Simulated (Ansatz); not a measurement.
Two isomers of C4H6OS: A = `C=CC(=S)OC`, B = `CC1=CC(O)S1`.

Program: Ansatz. Geometries: PBE0-D4/def2-TZVP. ΔE: electronic, gas phase. CCSD(T)/CBS is the MP2 limit (def2-TZVPP, def2-QZVPP) plus CCSD(T) − MP2 in def2-TZVPP, frozen cores. Functionals use def2-TZVPP. B3LYP here is the variant with VWN-RPA as its local correlation; programs differ in this. One conformer a species, not always the lowest.

A:

```xyz
12

C     0.031   -2.162   -0.401
C     0.916   -1.181   -0.554
C     0.660    0.217   -0.208
S     1.780    1.389   -0.422
O    -0.556    0.408    0.285
C    -0.938    1.722    0.661
H     0.280   -3.180   -0.677
H    -0.957   -1.976    0.001
H     1.904   -1.367   -0.956
H    -0.890    2.394   -0.197
H    -0.274    2.103    1.440
H    -1.958    1.633    1.029
```

B:

```xyz
12

C    -0.430    1.962   -0.308
C    -0.157    0.560    0.062
C     0.629   -0.402   -0.434
C     0.431   -1.464    0.604
O    -0.005   -2.713    0.231
S    -0.808   -0.315    1.461
H    -0.133    2.635    0.501
H     0.118    2.237   -1.211
H    -1.498    2.118   -0.483
H     1.291   -0.412   -1.292
H     1.276   -1.601    1.280
H    -0.715   -2.605   -0.411
```

Which isomer does CCSD(T)/CBS put lower? Give the gap. (Best estimate.)

Computed: A, by 12.2 kJ/mol.

Give E(B) − E(A) in kJ/mol with B3LYP-D4, B3LYP, PBE-D4, PBE0-D4, MP2/def2-TZVPP, r2SCAN-D4, ωB97M-V. (An estimate is asked.)

The calculation gave: B3LYP-D4 31.4, B3LYP 32.9, PBE-D4 11.1, PBE0-D4 3.3, MP2/def2-TZVPP 7.7, r2SCAN-D4 20.8, ωB97M-V 12.6. None reverses the order clearly.

Does the order hold for the free energy at 298.15 K (harmonic terms from PBE0-D4)? (Estimate.)

The calculation gave: Yes: G(B) − G(A) = +13.9 kJ/mol, for one conformer each.

Largest T1 diagnostic: 0.016.

From BLYP to BHLYP (50 % exact exchange), in def2-TZVPP and without D4, E(B) − E(A) moves by −13.7 kJ/mol. Leaving LDA and LC-ωPBE aside and taking each functional with its dispersion term where it has one, the values, not all of them listed here, spread over 38.5 kJ/mol, from PBE-QIDH to BLYP-D4. LDA lies −12.5 kJ/mol from PBE without D4.
